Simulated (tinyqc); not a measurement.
G0W0 on RHF in the sto-3g basis, for H2F+, spin multiplicity 1, step by step (part 2 of 2). Computed by tinyqc, a small Python program that keeps every step (integrals from PySCF). Command: `OMP_NUM_THREADS=1 python tinyqc.py 22398 22399 out.jsonl` (the two numbers bound the seeds that draw the settings). One thread of a shared host (Intel(R) Xeon(R) Processor @ 2.60GHz), about 0.09 s of CPU time with the checks.

Geometry (angstrom):
```
atom         x          y         z
F     0.000000   0.000000  0.000000
H     0.000000   0.911000  0.594000
H     0.000000  -0.911000  0.594000
```

## Integrals over molecular orbitals

coefficients C:
```
              MO1        MO2        MO3        MO4       MO5        MO6        MO7
1F 1s    0.994799  -0.251849   0.000000   0.060003  0.000000   0.097642   0.000000
1F 2s    0.022054   0.958927   0.000000  -0.299245  0.000000  -0.584012   0.000000
1F 2px   0.000000   0.000000   0.000000   0.000000  1.000000   0.000000   0.000000
1F 2py   0.000000   0.000000   0.744092   0.000000  0.000000   0.000000   0.778440
1F 2pz   0.001963   0.086596   0.000000   0.878074  0.000000  -0.527408   0.000000
2H 1s   -0.003623   0.081575   0.344413   0.219640  0.000000   0.721462  -0.755288
3H 1s   -0.003623   0.081575  -0.344413   0.219640  0.000000   0.721462   0.755288
```

core Hamiltonian H = T + V (hartree):
```
             1F 1s       1F 2s     1F 2px     1F 2py     1F 2pz      2H 1s      3H 1s
1F 1s   -40.998161   -9.621268   0.000000   0.000000  -0.011694  -1.340315  -1.340315
1F 2s    -9.621268  -11.474402   0.000000   0.000000  -0.144183  -3.132968  -3.132968
1F 2px    0.000000    0.000000  -9.120793   0.000000   0.000000   0.000000   0.000000
1F 2py    0.000000    0.000000   0.000000  -9.227336   0.000000  -1.795671   1.795671
1F 2pz   -0.011694   -0.144183   0.000000   0.000000  -9.166089  -1.206563  -1.206563
2H 1s    -1.340315   -3.132968   0.000000  -1.795671  -1.206563  -5.040604  -1.058917
3H 1s    -1.340315   -3.132968   0.000000   1.795671  -1.206563  -1.058917  -5.040604
```

Given earlier and not repeated: Two-electron integrals (ij|kl) in chemists' order.

(pq|rs) = sum C_ip C_jq C_kr C_ls (ij|kl), one index at a time.

one-electron integrals over orbitals h = C^T H C (hartree):
```
            1          2          3          4          5          6          7
1  -40.980443   0.695705   0.000000  -0.154758   0.000000  -0.260135   0.000000
2    0.695705  -9.582040   0.000000   0.352447   0.000000   1.279721   0.000000
3    0.000000   0.000000  -7.894289   0.000000   0.000000   0.000000  -2.217744
4   -0.154758   0.352447   0.000000  -8.588521   0.000000   1.468906   0.000000
5    0.000000   0.000000   0.000000   0.000000  -9.120793   0.000000   0.000000
6   -0.260135   1.279721   0.000000   1.468906   0.000000  -5.455154   0.000000
7    0.000000   0.000000  -2.217744   0.000000   0.000000   0.000000  -5.911226
```

Two-electron integrals over orbitals (pq|rs), unique and non-zero (hartree):
```
(11|11) 5.363057    (21|11) -0.507280   (21|21) 0.076051    (22|11) 1.208423
(22|21) -0.020131   (22|22) 0.858795    (31|31) 0.017230    (32|31) 0.025532
(32|32) 0.153920    (33|11) 0.973342    (33|21) -0.008257   (33|22) 0.747175
(33|33) 0.717495    (41|11) 0.119768    (41|21) -0.015570   (41|22) 0.012091
(41|33) 0.004549    (41|41) 0.027455    (42|11) -0.092728   (42|21) 0.007202
(42|22) -0.005241   (42|33) -0.006770   (42|41) 0.030442    (42|42) 0.161809
(43|31) -0.003181   (43|32) 0.008025    (43|43) 0.048387    (44|11) 1.147658
(44|21) -0.013906   (44|22) 0.813604    (44|33) 0.700280    (44|41) -0.009791
(44|42) -0.085312   (44|44) 0.874135    (51|51) 0.029580    (52|51) 0.039317
(52|52) 0.183173    (53|53) 0.037416    (54|51) -0.008673   (54|52) -0.031888
(54|54) 0.052661    (55|11) 1.264017    (55|21) -0.014338   (55|22) 0.882554
(55|33) 0.736505    (55|41) 0.003425    (55|42) -0.051165   (55|44) 0.828195
(55|55) 0.997514    (61|11) 0.196664    (61|21) -0.030934   (61|22) 0.004458
(61|33) 0.002196    (61|41) -0.006117   (61|42) -0.018795   (61|44) 0.012062
(61|55) 0.005515    (61|61) 0.018983    (62|11) -0.270064   (62|21) 0.007065
(62|22) -0.137882   (62|33) -0.084724   (62|41) -0.017221   (62|42) -0.044982
(62|44) -0.096210   (62|55) -0.142576   (62|61) 0.005059    (62|62) 0.071760
(63|31) -0.003650   (63|32) 0.024853    (63|43) 0.019209    (63|63) 0.070020
(64|11) -0.281052   (64|21) 0.003835    (64|22) -0.150853   (64|33) -0.088442
(64|41) -0.005629   (64|42) 0.010585    (64|44) -0.156999   (64|55) -0.156329
(64|61) 0.000854    (64|62) 0.059613    (64|64) 0.080274    (65|51) -0.012796
(65|52) -0.049814   (65|54) -0.009554   (65|65) 0.024316    (66|11) 0.671236
(66|21) -0.005313   (66|22) 0.554471    (66|33) 0.539901    (66|41) 0.014748
(66|42) 0.064187    (66|44) 0.526139    (66|55) 0.532568    (66|61) -0.004850
(66|62) -0.048831   (66|64) -0.025800   (66|66) 0.533985    (71|31) 0.016593
(71|32) 0.023670    (71|43) -0.003145   (71|63) -0.003177   (71|71) 0.015994
(72|31) 0.017687    (72|32) 0.069264    (72|43) -0.021116   (72|63) -0.024905
(72|71) 0.016439    (72|72) 0.057180    (73|11) 0.429503    (73|21) -0.008264
(73|22) 0.216705    (73|33) 0.165206    (73|41) -0.001037   (73|42) -0.055744
(73|44) 0.201971    (73|55) 0.236916    (73|61) 0.004832    (73|62) -0.067589
(73|64) -0.091601   (73|66) 0.016185    (73|73) 0.164310    (74|31) -0.006916
(74|32) -0.052973   (74|43) 0.006136    (74|63) -0.044473   (74|71) -0.006718
(74|72) -0.010953   (74|74) 0.048736    (75|53) 0.025661    (75|75) 0.019870
(76|31) -0.009181   (76|32) -0.089406   (76|43) -0.050737   (76|63) -0.086690
(76|71) -0.008852   (76|72) 0.004618    (76|74) 0.061513    (76|76) 0.162378
(77|11) 0.778111    (77|21) -0.007482   (77|22) 0.600414    (77|33) 0.599885
(77|41) 0.003040    (77|42) 0.006919    (77|44) 0.578275    (77|55) 0.588919
(77|61) 0.002147    (77|62) -0.042292   (77|64) -0.031522   (77|66) 0.527745
(77|73) 0.068807    (77|77) 0.564626
```

## Screening: direct RPA

orbital energies (hartree): MO1 -26.580824, MO2 -1.994686, MO3 -1.119144, MO4 -1.025225, MO5 -1.003569, MO6 -0.071879, MO7 0.073893

With D = e_a - e_i and K = (ia|jb): diagonalise D^(1/2) (D + 4K) D^(1/2) = Z w^2 Z^T; X + Y = D^(1/2) Z w^(-1/2), each column of Z with its largest component positive (the first on a tie); E_c = (sum w - tr (D + 2K)) / 2.

D^(1/2) (D + 4K) D^(1/2) (hartree^2):
```
            1>6         1>7        2>6        2>7        3>6        3>7        4>6        4>7
1>6  704.737037    0.000000   0.144474   0.000000   0.000000   0.108705   0.017182   0.000000
1>7    0.000000  712.179142   0.000000   0.488255  -0.067138   0.000000   0.000000  -0.145449
2>6    0.144474    0.000000   4.249109   0.000000   0.000000  -0.409479   0.322847   0.000000
2>7    0.000000    0.488255   0.000000   4.752146  -0.146624   0.000000   0.000000  -0.066059
3>6    0.000000   -0.067138   0.000000  -0.146624   1.390084   0.000000   0.000000  -0.190857
3>7    0.108705    0.000000  -0.409479   0.000000   0.000000   2.207448  -0.390763   0.000000
4>6    0.017182    0.000000   0.322847   0.000000   0.000000  -0.390763   1.214984   0.000000
4>7    0.000000   -0.145449   0.000000  -0.066059  -0.190857   0.000000   0.000000   1.422327
5>6    0.000000    0.000000   0.000000   0.000000   0.000000   0.000000   0.000000   0.000000
5>7    0.000000    0.000000   0.000000   0.000000   0.000000   0.000000   0.000000   0.000000

          5>6       5>7
1>6  0.000000  0.000000
1>7  0.000000  0.000000
2>6  0.000000  0.000000
2>7  0.000000  0.000000
3>6  0.000000  0.000000
3>7  0.000000  0.000000
4>6  0.000000  0.000000
4>7  0.000000  0.000000
5>6  0.958667  0.000000
5>7  0.000000  1.246559
```

excitation energies w (hartree): 0.979115  1.034317  1.099117  1.116494  1.263701  1.491459  2.092184  2.181556  26.546885  26.686692

X + Y:
```
            1          2         3         4          5          6          7          8
1>6  0.000000  -0.000297  0.000000  0.000000   0.000000  -0.000779  -0.000610   0.000000
1>7  0.000000   0.000000  0.000875  0.000000   0.000454   0.000000   0.000000  -0.002437
2>6  0.000000  -0.077862  0.000000  0.000000   0.000000   0.265117   0.930559   0.000000
2>7  0.000000   0.000000  0.059111  0.000000  -0.020141   0.000000   0.000000   0.972737
3>6  0.000000   0.000000  0.721684  0.000000  -0.611750   0.000000   0.000000  -0.029432
3>7  0.000000   0.328517  0.000000  0.000000   0.000000   0.831414  -0.155269   0.000000
4>6  0.000000   0.912398  0.000000  0.000000   0.000000  -0.227997   0.084047   0.000000
4>7  0.000000   0.000000  0.671959  0.000000   0.690492   0.000000   0.000000  -0.012291
5>6  0.975481   0.000000  0.000000  0.000000   0.000000   0.000000   0.000000   0.000000
5>7  0.000000   0.000000  0.000000  0.982365   0.000000   0.000000   0.000000   0.000000

            9         10
1>6  0.999285   0.000000
1>7  0.000000   0.999400
2>6  0.000055   0.000000
2>7  0.000000   0.000192
3>6  0.000000  -0.000019
3>7  0.000033   0.000000
4>6  0.000005   0.000000
4>7  0.000000  -0.000042
5>6  0.000000   0.000000
5>7  0.000000   0.000000
```

RPA correlation energy = -0.05416597 hartree

## G0W0 on Hartree-Fock: HOMO

W(p,q,m) = sqrt2 sum_ia (pq|ia) (X+Y)_ia,m; Sigma_c(x) = sum_(i,m) W^2/(x - e_i + w_m) + sum_(a,m) W^2/(x - e_a - w_m); solve x = e_p + Sigma_c(x) by Newton steps; Z = 1/(1 - dSigma/dx); 1 hartree = 27.211386 eV.

The 12 largest terms at x = e_p (hartree; W for the signs of X + Y given):
```
q  m          W       term
5  6   0.275509   0.050893
5  7  -0.258241   0.031875
5  2  -0.075948   0.005577
2  1  -0.068721   0.002397
3  4   0.035651   0.001032
6  1   0.033545  -0.000589
7  4   0.027604  -0.000347
4  1  -0.013180   0.000174
1  1  -0.017653   0.000012
5  9   0.007793   2.29e-06
```

Newton steps (hartree):
```
step          x  Sigma_c(x)         Z
0     -1.003569    0.091025  0.945676
1     -0.917489    0.086336  0.950881
2     -0.917245    0.086324  0.950895
3     -0.917245    0.086324  0.950895
```

quasiparticle energy of the HOMO = -24.959516 eV

Hartree-Fock value = -27.308504 eV

## G0W0 on Hartree-Fock: LUMO

As before.

The 12 largest terms at x = e_p (hartree; W for the signs of X + Y given):
```
q  m          W       term
7  5   0.134930  -0.012917
4  6  -0.111237   0.005061
3  5  -0.103298   0.004617
4  7   0.108107   0.003837
2  7   0.116359   0.003372
6  7  -0.070878  -0.002401
2  6  -0.071793   0.001510
4  2   0.054457   0.001492
7  3  -0.029647  -0.000706
5  1   0.033545   0.000589
2  2   0.037615   0.000478
3  8  -0.036391   0.000410
```

Newton steps (hartree):
```
step          x  Sigma_c(x)         Z
0     -0.071879    0.005206  0.980933
1     -0.066771    0.005107  0.980886
2     -0.066771    0.005107  0.980886
```

quasiparticle energy of the LUMO = -1.816945 eV

Hartree-Fock value = -1.955914 eV
